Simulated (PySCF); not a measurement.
## State search for NO⁺

Unrestricted PBE0; basis N 6-31G(d,p), O 6-31G(d,p); no relativity; PySCF 2.14. Outer shells of the fragments: N 2s2 2p3; O+ 2s2 2p3.

Followed along the bond (rough minima from three points):

```tsv
2Ms+1	unpaired	⟨S²⟩ at the start	R at minimum (Å)	Te (eV)
1	none	0.28	1.07	0.00
3	π ↑↑	2.01	1.28	6.41
5	π ↑↑↑↑	6.01	none in the scan	≤ 8.93
```

Solutions found at the starting distance of 1.355 Å, counted from the lowest of them; the search is not exhaustive and high or unbound solutions are not listed, so other states can lie among these:

```json
{"2Ms+1": "1", "unpaired": "none", "term": "¹Σ⁺", "E (eV)": "0.00", "⟨S²⟩": "0.28", "⟨Lz²⟩": "0.00", "μ (D)": "-0.94"}
{"2Ms+1": "3", "unpaired": "π ↑↑", "term": "mixed", "E (eV)": "2.90", "⟨S²⟩": "2.01", "⟨Lz²⟩": "2.01", "μ (D)": "-0.54"}
{"2Ms+1": "3", "unpaired": "π ↑↑", "term": "mixed", "E (eV)": "3.86", "⟨S²⟩": "2.01", "⟨Lz²⟩": "2.00", "μ (D)": "-0.78"}
{"2Ms+1": "1", "unpaired": "π ↑↓", "term": "mixed", "E (eV)": "4.14", "⟨S²⟩": "1.00", "⟨Lz²⟩": "2.01", "μ (D)": "-0.88"}
{"2Ms+1": "3", "unpaired": "σ ↑, π ↑", "term": "³Π", "E (eV)": "4.35", "⟨S²⟩": "2.24", "⟨Lz²⟩": "1.01", "μ (D)": "-1.52"}
{"2Ms+1": "5", "unpaired": "π ↑↑↑↑", "term": "⁵Σ⁺", "E (eV)": "6.07", "⟨S²⟩": "6.01", "⟨Lz²⟩": "0.00", "μ (D)": "1.07"}
```

A term symbol is given only where ⟨S²⟩ and ⟨Lz²⟩ are close to those of a pure state; real π, δ and φ orbitals otherwise mix terms. A positive dipole points towards O; it is taken about the centre of mass and depends on that origin.

Problem. Compare the gap between the two lowest followed solutions at the starting distance with the gap between their minima.

Solution. At PBE0 the second solution (triplet, unpaired electrons π ↑↑) lies +2.90 eV from the first (singlet, closed shell) at 1.355 Å and +6.41 eV at the minima; the two curves relax by different amounts, since their minima lie near 1.28 and 1.07 Å.

The measured ground state is X ¹Σ+ (Huber and Herzberg, Constants of Diatomic Molecules (1979)).

Counting both spins, an empty level lies below a filled one in some of these solutions, because spin and occupation are held.
